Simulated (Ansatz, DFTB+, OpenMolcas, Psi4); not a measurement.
**Relative energies of CH3NO isomers**

2 of its isomers, all singlets with charge 0: A = formamide `NC=O`; B = Nitrosomethane `CN=O`.

Shapes, held fixed at every level: PBE0-D4/def2-TZVP. Flexible molecules stand in one conformer, not always the lowest. Programs: Ansatz 0.2.0, DFTB+ 25.1, OpenMolcas 26.06, Psi4 1.11. A level may come from different programs for different species; with the same settings they agree closely.

Electronic energies in kJ/mol, without zero-point or thermal terms.

Which isomer should be the most stable, and roughly by how much?

A < B in rising energy, over a span of 258 kJ/mol, by CCSD(T)/def2-TZVP (Cholesky decomposition). All levels agree on that. The B − A difference spans +145.1 to +277.9 kJ/mol over the levels. DFTB2-D4 strays far from the other rows.

| level | kind | B − A |
| --- | --- | --- |
| DFTB2-D4 | semi-empirical | +145.1 |
| revPBE/def2-TZVP | GGA | +256.8 |
| M06-L/def2-TZVP | meta-GGA | +266.8 |
| B3LYP/6-31G* (Cartesian functions) | global hybrid | +249.1 |
| PBE0/def2-TZVP | global hybrid | +273.1 |
| B2PLYP/def2-TZVP | double hybrid | +272.1 |
| MP2/def2-TZVP | perturbation theory | +277.9 |
| CCSD/def2-TZVP | coupled cluster or CI | +261.6 |
| CCSD(T)/def2-TZVP (Cholesky decomposition) | coupled cluster or CI | +257.5 |
